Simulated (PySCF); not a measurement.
## J couplings in Nitrosyl fluoride

Geometry:
```json
{"atom": "O1", "x (Å)": "-1.004", "y (Å)": "-0.285", "z (Å)": "-0.003"}
{"atom": "N2", "x (Å)": "-0.158", "y (Å)": "0.477", "z (Å)": "-0.011"}
{"atom": "F3", "x (Å)": "1.174", "y (Å)": "-0.195", "z (Å)": "0.002"}
```

Indirect spin–spin couplings were computed at B3LYP/pcJ-1 (PySCF 2.14) on a GFN2-xTB structure, for the isolated molecule, without vibrational or relativistic corrections. Couplings are averaged over pairs made equivalent by symmetry, fast rotation or ring inversion, so a value needn't be that of the named pair in this geometry, while other rotamers aren't included; one pair stands for each set, and the list holds those of at least 1.5 Hz over up to four bonds.

Isotopes: 15N, 19F, 17O. Couplings to quadrupolar nuclei such as 17O and 33S are rarely resolved in practice.

```csv
pair,bonds,J (Hz)
"O1, N2",1,-44.4
"N2, F3",1,?
"O1, F3",2,?
```

Estimate the withheld couplings, with signs.

## Answers


- 1J(N2,F3) = 216.8 Hz (bond length 1.492 Å)
- 2J(O1,F3) = 208.6 Hz (angle at N2 111°)
